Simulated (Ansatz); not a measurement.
# How far a parabola holds: energy against volume of rock-salt NaF

We consider rock-salt NaF, described by r²SCAN (plane waves, PAW; Ansatz, a first-principles code). Numerical settings: plane-wave cutoff 560 eV, 12×12×12 k mesh, Fermi–Dirac smearing 0.01 eV, scalar-relativistic PAW data made under PBE. The cell has no free parameter but its volume, all volumes share cutoff and mesh, and the runs aren't spin-polarised. Energies are free energies at the run's smearing, counted from the lowest row; static lattice.

```csv
V (Å³/atom),E (meV/atom)
11.394,?
11.636,3.55
11.879,0.85
12.121,0.00
12.364,0.80
12.606,3.07
```

Fit E of the 5 rows that show it with a parabola. With u = V - 12.12, the rows have u = -0.48400, -0.24100, 0.00100, 0.24400, 0.48600. Least squares gives E = -0.001 - 0.447·u + 14.078·u². Residuals (row less fit): 0.037, -0.074, 0.001, 0.072, -0.037; standard error 0.082 (degrees of freedom: 2). The fitted curve has its minimum at V = 12.1, where E = 0.00. Its curvature is d²E/dV² = 2 × 14.078 meV/Å⁶, so B = V0·d²E/dV² × 0.1602 = 54.7 GPa.

**Question.** Estimate the missing E (V = 11.394); what did the run itself give?

**Answer.** u = -0.72600, so E = -0.001 - 0.447 × (-0.72600) + 14.078 × (-0.72600)² = 7.744 meV/atom. The calculation gives 8.32 meV/atom, 0.576 meV/atom above the prediction (6.9 % of the range of E in the table). The row lies outside the fitted rows, so this is an extrapolation. From the scatter of the fitted rows alone, a prediction at this place has a standard error of 0.194 meV/atom, so the miss is 3.0 times that.

The residuals are curvature that a parabola lacks, not noise. A solid that stiffens under compression and softens on expansion lies above the parabola at the compressed end and under it at the expanded end, as this row does. A third-order Birch-Murnaghan fit to the whole scan has B0 = 54.4 GPa. Only scans are tabulated whose curvature falls smoothly with volume, and where the parabola meets the shown rows within 5 % of their range and misses the end by 0.1 meV or more.

Measured, for comparison: bulk modulus 53.1 GPa (0 K value with the zero-point phonon effect removed; as tabulated in Mejia-Rodriguez and Trickey (2018), arXiv:1807.09216). Computed less measured: bulk modulus +2.4 %.
